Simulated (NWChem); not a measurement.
System: trifluoromethane (CHF3); SMILES FC(F)F

Output (shortened):

```
             Northwest Computational Chemistry Package (NWChem) 7.3.0
             --------------------------------------------------------

 C3V symmetry detected

                             Geometry "geometry" -> ""
                             -------------------------

 Output coordinates in angstroms (scale by  1.889725989 to convert to a.u.)

  No.       Tag          Charge          X              Y              Z
 ---- ---------------- ---------- -------------- -------------- --------------
    1 F                    9.0000     0.88049821     0.88049821    -0.12715365
    2 C                    6.0000    -0.00000000    -0.00000000     0.33285335
    3 F                    9.0000     0.32228471    -1.20278292    -0.12715365
    4 F                    9.0000    -1.20278292     0.32228471    -0.12715365
    5 H                    1.0000    -0.00000000    -0.00000000     1.43602835

 Effective nuclear repulsion energy (a.u.)     134.2281629385

      Symmetry information
      --------------------

 Group name             C3v
 Group number             17
 Group order               6
 No. of unique centers     3

  pbe96 is a nonlocal functional; adding pw91lda local functional.

                                 NWChem DFT Module
                                 -----------------

 Summary of "ao basis" -> "ao basis" (spherical)
 ------------------------------------------------------------------------------
       Tag                 Description            Shells   Functions and Types
 ---------------- ------------------------------  ------  ---------------------
 F                         def2-tzvpd               14       40   6s4p3d1f
 C                         def2-tzvpd               13       37   6s3p3d1f
 H                         def2-tzvpd                5        9   3s2p

      Symmetry analysis of basis
      --------------------------

        a1         46
        a2         14
        e         106

  Rotation of axis

            General Information
            -------------------
          SCF calculation type: DFT
          Wavefunction type:  closed shell.
          No. of atoms     :     5
          No. of electrons :    34
           Alpha electrons :    17
            Beta electrons :    17
          Charge           :     0
          Spin multiplicity:     1
          Use of symmetry is: on ; symmetry adaption is: on
          Maximum number of iterations: 150
          AO basis - number of functions:   166
                     number of shells:    60
          Convergence on energy requested:  1.00D-06
          Convergence on density requested:  1.00D-05
          Convergence on gradient requested:  5.00D-04

              XC Information
              --------------
          PerdewBurkeErnzerhof Exchange Functional  1.000
            Perdew 1991 LDA Correlation Functional  1.000 local
           PerdewBurkeErnz. Correlation Functional  1.000 non-local

             Grid Information
             ----------------
          Grid used for XC integration:  medium
          Radial quadrature: Mura-Knowles
          Angular quadrature: Lebedev.
          Tag              B.-S. Rad. Rad. Pts. Rad. Cut. Ang. Pts.
          ---              ---------- --------- --------- ---------
          F                   0.50       49          10.0       434
          C                   0.70       49           9.0       434
          H                   0.35       45           9.0       434
          Grid pruning is: on
          Number of quadrature shells:   143
          Spatial weights used:  Erf1

      Superposition of Atomic Density Guess
      -------------------------------------

 Sum of atomic energies:        -336.42591908

      Non-variational initial energy
      ------------------------------

 Total energy =    -337.548670
 1-e energy   =    -735.611428
 2-e energy   =     263.834595
 HOMO         =      -0.463084
 LUMO         =       0.067208

      Symmetry analysis of molecular orbitals - initial
      -------------------------------------------------

  Numbering of irreducible representations:

     1 a1          2 a2          3 e

  Orbital symmetries:

     1 a1          2 e           3 e           4 a1          5 a1
     6 e           7 e           8 a1          9 a1         10 e
    11 e          12 e          13 e          14 e          15 e
    16 a2         17 a1         18 a1         19 e          20 e
    21 a1         22 e          23 e          24 e          25 e
    26 a1         27 a2

     ---------------------------------------------
      Total Density - Mulliken Population Analysis
     ---------------------------------------------

    Atom       Charge   Shell Charges
 -----------   ------   -------------------------------------------------------
    1 F    9     9.39   0.77  1.20  0.61  1.00  0.31 -0.00  2.33  2.31  0.82  0.01  0.00  0.01  0.00  0.00
    2 C    6     4.84   0.85  1.13  0.48  0.55  0.07  0.02  0.77  0.77 -0.06  0.06  0.18  0.02  0.03
    3 F    9     9.39   0.77  1.20  0.61  1.00  0.31 -0.00  2.33  2.31  0.82  0.01  0.00  0.01  0.00  0.00
    4 F    9     9.39   0.77  1.20  0.61  1.00  0.31 -0.00  2.33  2.31  0.82  0.01  0.00  0.01  0.00  0.00
    5 H    1     1.00   0.25  0.48  0.24  0.02  0.01

   convergence    iter        energy       DeltaE   RMS-Dens  Diis-err
 ---------------- ----- ----------------- --------- --------- ---------
 d= 0,ls=0.0,diis     1   -337.8962434657 -4.72D+02  7.81D-03  2.02D+00
 d= 0,ls=0.0,diis     2   -337.5996366022  2.97D-01  4.64D-03  6.01D+00
 d= 0,ls=0.0,diis     3   -338.0643326081 -4.65D-01  6.51D-04  6.00D-02
 d= 0,ls=0.0,diis     4   -338.0663089624 -1.98D-03  3.73D-04  2.02D-02
 d= 0,ls=0.0,diis     5   -338.0678591629 -1.55D-03  6.04D-05  1.95D-04
  Resetting Diis
 d= 0,ls=0.0,diis     6   -338.0678815070 -2.23D-05  4.73D-06  1.33D-06
 d= 0,ls=0.0,diis     7   -338.0678816590 -1.52D-07  1.18D-06  4.15D-08

         Total DFT energy =     -338.067881658956
      One electron energy =     -735.995082024191
           Coulomb energy =      300.561857032925
    Exchange-Corr. energy =      -36.862819606148
 Nuclear repulsion energy =      134.228162938458

 Numeric. integr. density =       34.000000059999

                  Occupations of the irreducible representations
                  ----------------------------------------------

                     irrep           alpha         beta
                     --------     --------     --------
                     a1                6.0          6.0
                     a2                1.0          1.0
                     e                10.0         10.0

                       DFT Final Molecular Orbital Analysis
                       ------------------------------------

 Vector   15  Occ=2.000000D+00  E=-3.845248D-01  Symmetry=e
              MO Center=  3.5D-01, -2.2D-01, -7.9D-02, r^2= 1.9D+00
   Bfn.  Coefficient  Atom+Function         Bfn.  Coefficient  Atom+Function
  ----- ------------  ---------------      ----- ------------  ---------------
    86      0.278280  3 F  pz                85     -0.244064  3 F  py
     9     -0.234675  1 F  pz                89      0.223684  3 F  pz
     8     -0.213810  1 F  py                88     -0.196098  3 F  py
    12     -0.188634  1 F  pz                11     -0.171787  1 F  py
   125     -0.168321  4 F  py                92      0.150044  3 F  pz

 Vector   16  Occ=2.000000D+00  E=-3.613692D-01  Symmetry=a2
              MO Center=  6.9D-14,  7.4D-13, -1.2D-01, r^2= 2.0D+00
   Bfn.  Coefficient  Atom+Function         Bfn.  Coefficient  Atom+Function
  ----- ------------  ---------------      ----- ------------  ---------------
    84      0.300626  3 F  px               125     -0.300626  4 F  py
    87      0.242316  3 F  px               128     -0.242316  4 F  py
     7     -0.220073  1 F  px                 8      0.220073  1 F  py
    10     -0.177388  1 F  px                11      0.177388  1 F  py
    90      0.163470  3 F  px               131     -0.163470  4 F  py

 Vector   17  Occ=2.000000D+00  E=-3.478217D-01  Symmetry=a1
              MO Center= -2.3D-14,  1.8D-14,  2.9D-01, r^2= 2.0D+00
   Bfn.  Coefficient  Atom+Function         Bfn.  Coefficient  Atom+Function
  ----- ------------  ---------------      ----- ------------  ---------------
     9      0.250580  1 F  pz                86      0.250580  3 F  pz
   126      0.250580  4 F  pz               159     -0.230155  5 H  s
    12      0.202001  1 F  pz                89      0.202001  3 F  pz
   129      0.202001  4 F  pz                49     -0.175811  2 C  pz
    45     -0.148664  2 C  s                158     -0.147216  5 H  s

 Vector   18  Occ=0.000000D+00  E=-3.403972D-03  Symmetry=a1
              MO Center= -3.9D-14,  1.0D-13,  1.3D+00, r^2= 7.4D+00
   Bfn.  Coefficient  Atom+Function         Bfn.  Coefficient  Atom+Function
  ----- ------------  ---------------      ----- ------------  ---------------
    45      3.239777  2 C  s                 46      2.497334  2 C  s
   160     -2.183152  5 H  s                  6     -0.980373  1 F  s
    83     -0.980373  3 F  s                123     -0.980373  4 F  s
   166      0.710218  5 H  pz                55      0.348313  2 C  pz
    52     -0.291864  2 C  pz                94     -0.290024  3 F  py

 Vector   19  Occ=0.000000D+00  E= 2.824359D-02  Symmetry=a1
              MO Center=  1.0D-12, -8.2D-13, -3.4D-01, r^2= 9.3D+00
   Bfn.  Coefficient  Atom+Function         Bfn.  Coefficient  Atom+Function
  ----- ------------  ---------------      ----- ------------  ---------------
   160      4.807132  5 H  s                 55     -2.361181  2 C  pz
    45     -2.066846  2 C  s                 46      1.721054  2 C  s
   166     -1.418834  5 H  pz                 6     -1.285737  1 F  s
    83     -1.285737  3 F  s                123     -1.285737  4 F  s
    68     -0.799793  2 C  d  0              44      0.741176  2 C  s

[...]
```

Level: PBE/def2-TZVPD. Coordinates come from a PBE0/def2-SVP optimisation.

Problem. Reconstruct the input file.

Solution. One answer among several that fit: the input that was run:
```
start job
memory heap 200 mb stack 900 mb global 1100 mb
geometry units angstroms noautoz
  F      0.880498     0.880498    -0.126012
  C      0.000000     0.000000     0.333995
  F      0.322285    -1.202783    -0.126012
  F     -1.202783     0.322285    -0.126012
  H      0.000000     0.000000     1.437170
end
basis spherical
  * library def2-tzvpd
end
dft
  xc xpbe96 cpbe96
  iterations 150
  mulliken
end
task dft energy
```
